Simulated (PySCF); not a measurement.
Method: PySCF with PBE-D3(BJ)/def2-TZVP // B3LYP-D3(BJ)/def2-SVP. Gas-phase values, no solvent. 

Reference species (SMILES): `[Si](Cl)(Cl)(Cl)Cl` (neutral, multiplicity 1).

The HOMO–LUMO gap is 6.17 eV. The HOMO is -8.12 eV.

Changed species: `CC[Si](Cl)(Cl)Cl` (1 of 4 Cl replaced by C2H5; the reference has 0 of 4 Cl replaced by C2H5).

### Question
What does the change do to the HOMO–LUMO gap and HOMO?

### Answer
the HOMO–LUMO gap rises by 0.43 eV, to 6.60 eV; the HOMO rises by 0.46 eV, to -7.66 eV.
